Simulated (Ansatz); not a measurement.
## Energy of HgS (space group No. 154) less that of zinc-blende HgS (metastable phase), by level of theory

No measured value is used here.

```
level (code)     value (meV/atom)
---------------  ----------------
LDA (Ansatz)                    5
PBEsol (Ansatz)                 8
HSE06 (Ansatz)                  1
PBE0 (Ansatz)                  24
```

Density-functional levels without +SOC have no spin–orbit coupling. HSE06, PBE0: hybrids on metals are sensitive to the k mesh and can open a false gap. Values are at the level's own equilibrium cell; PBE0 at the PBEsol cell. Ansatz's density-functional and Hartree–Fock values are scalar-relativistic unless marked +SOC, with PAW data made under PBE.

Ansatz is a quantum-chemistry and plane-wave program.
